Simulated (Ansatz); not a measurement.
**AlO: state-averaged CASSCF**

Program: Ansatz, Gaussian basis, development build. State-averaged CASSCF with equal weights; occupations are averaged over the states; levels count from the state that is lowest in CASSCF. Small basis; these aren't basis-limit values. No symmetry is imposed, so a solution can break that of the shape. Lower solutions, or ones in other orbitals, may exist. The average may hold one member of a degenerate pair alone.

Geometry: bond length 2.4270 Å. A bond is stretched, to 1.30 times the sum of the covalent radii.

Basis def2-SVP, nonrelativistic, 6 orbitals frozen in the corrections; active space CAS(7,7). Averaged: 2 doublets.

(1) Give the levels in order.

Answers

(1) 

```tsv
state	CASSCF (eV)	SC-NEVPT2 (eV)
doublet	0.000	0.000
doublet	0.076	0.024
```

Occupations: 2.00, 1.96, 1.49, 1.48, 0.04, 0.02, 0.02.
